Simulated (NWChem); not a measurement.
The numbers come from NWChem runs, not from measurements. System: tetrafluoromethane (CF₄), charge 0, spin multiplicity 1, at a geometry optimised with PBE/def2-SVP. Level: MP2/def2-TZVP, 5 core orbitals frozen.

The NWChem input:

```
start mol
memory heap 200 mb stack 900 mb global 1100 mb
geometry units angstroms nocenter noautoz
  F      0.000000    -1.088892     0.769961
  C      0.000000     0.000000    -0.000003
  F      0.000000     1.088892     0.769961
  F      1.088898     0.000000    -0.769960
  F     -1.088898     0.000000    -0.769960
  symmetry group C2v
end
basis spherical
  * library def2-tzvp
end
scf
  rhf
  nopen 0
  maxiter 100
  thresh 1e-7
  semidirect memsize 60000000 filesize 0
end
mp2
  freeze core 5
end
task mp2 energy
```

Part of the output:

```
             Northwest Computational Chemistry Package (NWChem) 7.3.0
             --------------------------------------------------------

                                NWChem Input Module
                                -------------------

 Scaling coordinates for geometry "geometry" by  1.889725989
 (inverse scale =  0.529177249)

 Turning off AUTOSYM since
 SYMMETRY directive was detected!

                             Geometry "geometry" -> ""
                             -------------------------

 Output coordinates in angstroms (scale by  1.889725989 to convert to a.u.)

  No.       Tag          Charge          X              Y              Z
 ---- ---------------- ---------- -------------- -------------- --------------
    1 F                    9.0000     0.00000000    -1.08889200     0.76996100
    2 C                    6.0000     0.00000000     0.00000000    -0.00000300
    3 F                    9.0000     0.00000000     1.08889200     0.76996100
    4 F                    9.0000     1.08889800     0.00000000    -0.76996000
    5 F                    9.0000    -1.08889800     0.00000000    -0.76996000

 Effective nuclear repulsion energy (a.u.)     203.8010396475

            Nuclear Dipole moment (a.u.)
            ----------------------------
        X                 Y               Z
 ---------------- ---------------- ----------------
     0.0000000000     0.0000000000     0.0000000000

      Symmetry information
      --------------------

 Group name             C2v
 Group number             16
 Group order               4
 No. of unique centers     3

      Symmetry unique atoms

     1    2    4


 Summary of "ao basis" -> "" (spherical)
 ------------------------------------------------------------------------------
       Tag                 Description            Shells   Functions and Types
 ---------------- ------------------------------  ------  ---------------------
 *                         def2-tzvp                  on all atoms

 Summary of "ao basis" -> "ao basis" (spherical)
 ------------------------------------------------------------------------------
       Tag                 Description            Shells   Functions and Types
 ---------------- ------------------------------  ------  ---------------------
 F                         def2-tzvp                11       31   5s3p2d1f
 C                         def2-tzvp                11       31   5s3p2d1f

                                 NWChem SCF Module
                                 -----------------

  ao basis        = "ao basis"
  functions       =   155
  atoms           =     5
  closed shells   =    21
  open shells     =     0
  charge          =   0.00
  wavefunction    = RHF
  use symmetry    = T
  symmetry adapt  = T

 Summary of "ao basis" -> "ao basis" (spherical)
 ------------------------------------------------------------------------------
       Tag                 Description            Shells   Functions and Types
 ---------------- ------------------------------  ------  ---------------------
 F                         def2-tzvp                11       31   5s3p2d1f
 C                         def2-tzvp                11       31   5s3p2d1f

      Symmetry analysis of basis
      --------------------------

        a1         56
        a2         23
        b1         38
        b2         38

 Forming initial guess at       0.2s

      Superposition of Atomic Density Guess
      -------------------------------------

 Sum of atomic energies:        -435.34364168
[...]
   105      0.352725  4 F  px               136     -0.352725  5 F  px

 Vector   23  Occ=0.000000D+00  E= 2.765763D-01  Symmetry=b2
              MO Center= -8.9D-17, -1.5D-12, -1.3D-01, r^2= 5.6D+00
   Bfn.  Coefficient  Atom+Function         Bfn.  Coefficient  Atom+Function
  ----- ------------  ---------------      ----- ------------  ---------------
    44      2.399226  2 C  py                 5      1.627744  1 F  s
    67     -1.627744  3 F  s                 41      0.589039  2 C  py
    14     -0.468182  1 F  pz                76      0.468182  3 F  pz
   106     -0.399328  4 F  py               137     -0.399328  5 F  py
    52      0.298221  2 C  d -1              13      0.262779  1 F  py

 Vector   24  Occ=0.000000D+00  E= 2.765764D-01  Symmetry=a1
              MO Center=  2.2D-12,  1.5D-12,  2.1D-05, r^2= 5.6D+00
   Bfn.  Coefficient  Atom+Function         Bfn.  Coefficient  Atom+Function
  ----- ------------  ---------------      ----- ------------  ---------------
    45      2.399221  2 C  pz                 5     -1.151008  1 F  s
    67     -1.151008  3 F  s                 98      1.150960  4 F  s
   129      1.150960  5 F  s                 42      0.589036  2 C  pz
    13     -0.468187  1 F  py                75      0.468187  3 F  py
   105     -0.468177  4 F  px               136      0.468177  5 F  px

 center of mass
 --------------
 x =   0.00000000 y =   0.00000000 z =   0.00000004

 moments of inertia (a.u.)
 ------------------
         321.768066544200           0.000000000000           0.000000000000
           0.000000000000         321.769839557299           0.000000000000
           0.000000000000           0.000000000000         321.770849699631

  Mulliken analysis of the total density
  --------------------------------------

    Atom       Charge   Shell Charges
 -----------   ------   -------------------------------------------------------
    1 F    9     9.21   0.77  1.20  0.60  1.02  0.33  2.24  2.28  0.76  0.00  0.02  0.00
    2 C    6     5.14   0.85  1.13  0.51  0.40 -0.01  1.02  0.75  0.05  0.10  0.30  0.06
    3 F    9     9.21   0.77  1.20  0.60  1.02  0.33  2.24  2.28  0.76  0.00  0.02  0.00
    4 F    9     9.21   0.77  1.20  0.60  1.02  0.33  2.24  2.28  0.76  0.00  0.02  0.00
    5 F    9     9.21   0.77  1.20  0.60  1.02  0.33  2.24  2.28  0.76  0.00  0.02  0.00

       Multipole analysis of the density wrt the origin
       ------------------------------------------------

     L   x y z        total         open         nuclear
     -   - - -        -----         ----         -------
     0   0 0 0     -0.000000      0.000000     42.000000

     1   1 0 0     -0.000000      0.000000      0.000000
     1   0 1 0     -0.000000      0.000000      0.000000
     1   0 0 1     -0.000008      0.000000      0.000000

     2   2 0 0    -18.946477      0.000000     76.215724
     2   1 1 0      0.000000      0.000000      0.000000
     2   1 0 1     -0.000000      0.000000      0.000000
     2   0 2 0    -18.946474      0.000000     76.214884
     2   0 1 1      0.000000      0.000000      0.000000
     2   0 0 2    -18.946460      0.000000     76.214405

                   NWChem MP2 Semi-direct Energy/Gradient Module
                   ---------------------------------------------

  Basis functions       =    155
  Molecular orbitals    =    155
  Frozen core           =      5
  Frozen virtuals       =      0
  Active alpha occupied =     16
  Active beta occupied  =     16
  Active alpha virtual  =    134
  Active beta virtual   =    134
  Use MO symmetry       = T
  Use skeleton AO sym   = T

  AO/Fock/Back tols     =   1.0D-09  1.0D-09  1.0D-09

 GA uses MA = F    GA memory limited = T

 Available:
  local mem=  1.26D+08
 global mem=  1.44D+08
 local disk=  0.00D+00
  mp2_memr nvloc                   134
  nvloc new                   134
   1 passes of  16:        5242880                     156168                  85752230.
   1 passes of  16: M    126151861           G      144131150           F     120908981.

 Semi-direct pass number   1 of   1  for RHF alpha+beta  at        9.5s
  vrange nnbf                 11758
  mp2_eaftype                   327  avail_ma_in_mb                  1099
 EAF : mp2_eaftype filesize         327   42876115.
  mp2_eaf for mointskh                    327
Node 0 wrote    201.7 Mb in      0.1 s     Agg I/O rate:  1768.6 Mb/s
 Done moints_semi at       26.2s
  mp2_eaftype                   327  avail_ma_in_mb                   772
 EAF : mp2_eaftype filesize         327   42876115.
  mp2_eaf for kh                   327
 Done maket at       27.3s
 Done multipass loop at       27.3s

          -------------------------------------------
          SCF energy                -435.835469940257
          Correlation energy          -1.146285572191
          Singlet pairs               -0.687529916811
          Triplet pairs               -0.458755655380
          Total MP2 energy          -436.981755512448
          -------------------------------------------

          ---------------------------------------------------
                    Spin Component Scaled (SCS) MP2
          Same spin pairs                     -0.305837103587
          Same spin scaling factor             0.333333333333
          Opposite spin pairs                 -0.840448468605
          Opposite spin scaling fact.          1.200000000000
          SCS-MP2 correlation energy          -1.110483863521
          Total SCS-MP2 energy              -436.945953803778
          ---------------------------------------------------

 -----------------------
 Performance information
 -----------------------

 Timer overhead =  2.36D-07 seconds/call

               Nr. of calls         CPU time (s)                 Wall time (s)                GFlops
             ---------------    -------------------     ------------------------------   -------------------
Name         Min   Avg   Max    Min     Avg     Max     Min     Avg     Max   Mx/calls   Min     Max     Sum
mp2: moin     1     1     1    17.     17.     17.      17.     17.     17.     17.      0.0     0.0     0.0
mp2: make     1     1     1    1.2     1.2     1.2      1.2     1.2     1.2     1.2      0.0     0.0     0.0
mp2: tota     1     1     1    18.     18.     18.      18.     18.     18.     18.      0.0     0.0     0.0

 The average no. of pstat calls per process was 3.00D+00
 with a timing overhead of 7.08D-07s

 Task  times  cpu:       27.3s     wall:       27.3s

 Total times  cpu:       27.4s     wall:       27.4s
```
